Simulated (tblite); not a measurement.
Compound: C4H8S (charge +1 and doublet state).
SMILES: `CC1C[S+]C1`

Computed geometry: GFN2-xTB, gas phase. This method treats the open shell by occupation alone, without spin polarisation.

Masses are those of the commonest isotopes; rigid-rotor values at the optimised geometry. 

**Question.** What are A, B and C (MHz)?

**Answer.** Ia = 58.10, Ib = 167.58, Ic = 198.94 u·Å²; 505379 MHz·u·Å²/I gives A = 8698, B = 3016, C = 2540 MHz.

**Question.** What kind of rotor is it?

**Answer.** An asymmetric top: κ = (2 × 3016 − 8698 − 2540)/(8698 − 2540) = -0.85.

**Question.** What does the inertial defect say?

**Answer.** Not planar: Δ = Ic − Ia − Ib = -26.74 u·Å². For a rigid frame Δ = −2 Σ m c², so Σ m c² = 13.37 u·Å² lies off the ab plane: 7.43 from hydrogen and 5.94 from heavier atoms. The atom farthest from that plane is 1.53 Å away.

**Question.** Give the other two planar moments, Paa and Pbb, and the rms extents of the mass along the axes.

**Answer.** Paa = Σ m a² = (Ib + Ic − Ia)/2 = 154.21 and Pbb = Σ m b² = (Ia + Ic − Ib)/2 = 44.73 u·Å². With the mass M = 88.03 u, the rms extents √(P/M) along a, b and c are 1.32, 0.71, 0.39 Å.

**Question.** List the rotational levels J(Ka,Kc) to J = 4 (MHz).

**Answer.** Above 0(0,0):
J = 1: 1(0,1) 5556, 1(1,1) 11239, 1(1,0) 11714
J = 2: 2(0,2) 16640, 2(1,2) 21875, 2(1,1) 23302, 2(2,1) 40349, 2(2,0) 40377
J = 3: 3(0,3) 33195, 3(1,3) 37813, 3(1,2) 40665, 3(2,2) 57017, 3(2,1) 57160, 3(3,1) 86635, 3(3,0) 86636
J = 4: 4(0,4) 55139, 4(1,4) 59033, 4(1,3) 63780, 4(2,3) 79220, 4(2,2) 79642, 4(3,2) 108914, 4(3,1) 108921, 4(4,1) 150305, 4(4,0) 150305
The levels of one J sum to (2J + 1)J(J + 1)(A + B + C)/3.

For this open shell read J as N, the rotation without spin; fine and hyperfine splittings come on top. Its GFN2-xTB frequencies are all real (lowest 65 cm⁻¹). Zero-point vibration and centrifugal distortion are left out.
